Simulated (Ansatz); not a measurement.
Born–Oppenheimer molecular dynamics of CH₅BN (8 atoms, charge -1, multiplicity 1). It goes on from the last frame of an earlier run, with new velocities.

Theory: RKS PBE0-D4/def2-SVP in Ansatz.

- ensemble: NVE (velocity Verlet)
- time step: 0.25 fs
- steps asked: 250
- starting velocities drawn for: 500 K
- masses: H 10 u
- seed: 485791

First frame:

```xyz
8
Properties=species:S:1:pos:R:3
C -0.815 0.732 -0.675
B -0.073 0.183 0.432
N 0.714 -1.089 0.477
H -1.029 0.107 -1.602
H -1.443 1.604 -0.513
H 0.057 0.765 1.581
H 1.036 -1.426 -0.435
H 1.582 -0.953 0.990
```

Task: How far do the bonds stretch over the last three quarters of this one trajectory? (Pairs bonded in most of those frames.)

Result: 
| bond | mean (Å) | spread (Å) | shortest | longest |
| --- | --- | --- | --- | --- |
| C1–B2 | 1.472 | 0.036 | 1.42 | 1.52 |
| C1–H4 | 1.112 | 0.035 | 1.05 | 1.17 |
| C1–H5 | 1.110 | 0.028 | 1.06 | 1.17 |
| B2–N3 | 1.491 | 0.046 | 1.43 | 1.57 |
| B2–H6 | 1.266 | 0.055 | 1.17 | 1.33 |
| N3–H7 | 1.013 | 0.032 | 0.96 | 1.06 |
| N3–H8 | 1.018 | 0.030 | 0.97 | 1.07 |

Mean temperature of the second half: 289 K. The conserved energy stayed within 0.026 meV per atom of its start (net change 0.014 meV per atom), so the integration is sound. Over the second half the temperature averaged 0.58 of the 500 K drawn at the start: a run that starts near a minimum puts about half its kinetic energy into the potential. A run of 0.062 ps of so small a system gives no equilibrium averages. Limits of this set-up: an anion without diffuse functions.

Time of the run: 8.3 min on 1 thread of Intel(R) Xeon(R) Platinum 8259CL CPU @ 2.50GHz (Skylake/Cascade Lake), with other jobs on the host, peak memory 0.13 GiB.
